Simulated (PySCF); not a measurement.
Molecule: SMILES C#CC(F)(F)F, C3HF3.

Geometry:
```tsv
atom	x (Å)	y (Å)	z (Å)
C1	1.629	0.568	-0.229
C2	0.516	0.165	0.010
C3	-0.838	-0.322	0.302
F4	-1.069	-1.484	-0.306
F5	-1.757	0.547	-0.115
F6	-1.010	-0.503	1.610
H7	2.620	0.927	-0.441
```

Geometry PBE0-D3(BJ)/def2-SVP throughout; GIAO in PySCF 2.14, gas phase, one conformer, non-relativistic; equivalent atoms averaged; functional PBE0.

For orientation, cc-pVTZ gives these shifts δ (against TMS, CFCl3 at the same level): C3 120.0, C1 78.5, C2 74.2, F4/F5/F6 -60.3, H7 2.37 ppm.

A run gave: C3 114.3, C1 74.7, C2 70.5, F4/F5/F6 -61.7, H7 2.32 ppm (shifts δ (against TMS, CFCl3 at the same level)).

Q: Which basis set was used in that run?
A. cc-pVDZ
B. def2-TZVP
C. 6-31G
D. pcSseg-0

A: A. C3 tells them apart best: cc-pVDZ gives 114.3, pcSseg-0 gives 135.2, def2-TZVP gives 121.0, 6-31G gives 117.8 ppm.
